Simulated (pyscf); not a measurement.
## Routes from H₂C=CH–C≡N + hydrogen (H₂)

Candidate steps break at most two bonds and form at most two. Each was searched with GFN2-xTB (tblite) first. Single points on ωB97X-D3(BJ)/def2-SVP structures (PySCF, gas phase). Energies: ωB97M-D3(BJ)/def2-TZVP, kcal/mol, from the separated reactants, singlet surface; ΔG‡ with ideal gas, 1 atm, RRHO with modes under 100 cm⁻¹ raised to 100, one conformer, R ln 2 for chiral ones without a mode under 150 cm⁻¹.

```json
[
 {"products": "H₃C–CH=C=NH", "type": "addition across a multiple bond or ene-type step", "ΔE‡": "55.9", "ΔE": "-14.3", "ΔG‡ 298 K": "65.5", "ΔG‡ 900 K": "85.6", "ν‡ (cm⁻¹)": "1859i"},
 {"products": "H₂C=CH–CH=NH", "type": "addition across a multiple bond or ene-type step", "ΔE‡": "81.7", "ΔE": "-18.6", "ΔG‡ 298 K": "90.4", "ΔG‡ 900 K": "108.7", "ν‡ (cm⁻¹)": "2419i"},
 {"products": "H₃C–CH₂–C≡N", "type": "addition across a multiple bond or ene-type step", "ΔE‡": "86.9", "ΔE": "-40.0", "ΔG‡ 298 K": "95.9", "ΔG‡ 900 K": "113.7", "ν‡ (cm⁻¹)": "1905i"},
 {"products": "H₂C=CH₂ + HC≡N", "type": "four-centre exchange", "ΔE‡": "100.2", "ΔE": "-5.0", "ΔG‡ 298 K": "107.4", "ΔG‡ 900 K": "125.1", "ν‡ (cm⁻¹)": "1845i"}
]
```

Plain bond fissions and candidates not yet searched are not listed, and one of them may be faster. Each barrier is that of the saddle found; lower ones may exist. A restricted solution here is unstable towards spin polarisation, so biradical character is likely and single-reference numbers are less safe.
